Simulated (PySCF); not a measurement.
Simulated C 1s region for `C=CS(=O)(=O)[O-]`, binding energy against the vacuum level.

Every computed line was given a Gaussian of 0.8 eV full width at half maximum and an area set by the number of equivalent atoms; the highest printed point is 100. Method used: delta-SCF UKS SCAN, pcX-2 on the ionised atom, pcseg-1 elsewhere, spin-free X2C in PySCF 2.14.0.

```tsv
binding energy (eV)	intensity
285.1	0
285.2	0
285.3	1
285.4	2
285.5	4
285.6	8
285.7	15
285.8	26
285.9	40
286.0	56
286.1	73
286.2	88
286.3	98
286.4	100
286.5	94
286.6	82
286.7	65
286.8	48
286.9	32
287.0	20
287.1	12
287.2	6
287.3	3
287.4	1
287.5	1
287.6	0
```

Question: Count the maxima, the lines and the sites behind this envelope.

Answer: The curve has 1 maximum (at 286.4 eV). Under it lie 2 lines from 2 inequivalent carbon sites. At this width some lines have no maximum of their own.

Question: Decompose the envelope and assign each component. Numbering: `[CH2:1]=[CH:2][S:3](=[O:4])(=[O:5])[O-:6]`.

Answer: 
```
position (eV)  relative area  line  atoms           environment
       286.30              1  C 1s     C1  terminal =CH2 carbon
       286.45              1  C 1s     C2      alkene CH carbon
```

Question: What are the centre and the root-mean-square width of the whole band?

Answer: The area-weighted mean of the lines is 286.38 eV. Their own spread about it is 0.08 eV (rms) and each Gaussian has σ = 0.8/2.355 = 0.34 eV; the variances add, which gives 0.35 eV.

Question: Above which line width would these two lines show one maximum?

Answer: Two equal Gaussians merge once their distance is under 2σ = FWHM/1.177. With 0.16 eV between them that is a full width over 0.19 eV.

The 2 C 1s values lie within 0.15 eV of each other; Gaussian lines of 0.5 eV full width would blend them into one maximum.

No satellites, vibrations or lifetime broadening are included. The species carries charge -1, so core ionisation leaves a neutral species. The basis sets have no added diffuse functions. Isolated species at its PBE0-D3(BJ)/def2-SVP geometry (one conformer only). The geometry's basis has no diffuse functions, a weakness for an anion.

Shape of the structure used: `[CH2:1]=[CH:2][S:3](=[O:4])(=[O:5])[O-:6]`: C1–C2–S3–O4 119°.
